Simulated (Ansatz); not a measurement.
System: fcc Au. Method: PBE in Ansatz (plane waves, PAW).

Run with plane-wave cutoff 520 eV, 24×24×24 k mesh, Fermi–Dirac smearing 0.05 eV, scalar-relativistic PAW data made under PBE.

Pressure at four volumes; x = ln(V/17.960 Å³). One pressure is withheld.

```
V (Å³/atom)        x  P (GPa)
-----------  -------  -------
16.883       -0.0618    10.48
17.960        0.0000     0.09
18.679        0.0393    -4.80
19.038        0.0583        ?
```

Question: Pass a parabola P(x) through the three rows shown, estimate the bulk modulus and its pressure derivative near zero pressure, and predict the withheld pressure.

Answer: Slopes between the rows: (0.09 − (10.48))/(0.0000 − (-0.0618)) = -168.12 and (-4.80 − (0.09))/(0.0393 − (0.0000)) = -124.43 GPa. Their difference over the span 0.1011 is c = 43.69/0.1011 = 432.1 GPa, so P(x) = 10.48 + (-168.12)(x − (-0.0618)) + 432.1 (x − (-0.0618))(x − (0.0000)). At the middle row B = −dP/dx = −[-168.12 + 432.1 × 0.0618] = 141.4 GPa, and B′ = dB/dP = 2c/B = 6.1. At x = 0.0583 the parabola gives -6.69 GPa; the run gives -6.78 GPa. The Birch–Murnaghan fit to the energies at all volumes has B0 = 139 GPa and B′ = 5.9.

Measured, for comparison: bulk modulus 182 GPa (0 K value with the zero-point phonon effect removed, sources range from 175 to 182; as tabulated in Mejia-Rodriguez and Trickey (2018), arXiv:1807.09216). Computed less measured: bulk modulus -24 % (-21 % to -24 % over the range).

Spin–orbit coupling is not included; it can shift volumes and moduli of such heavy elements.

Ansatz is a first-principles code.
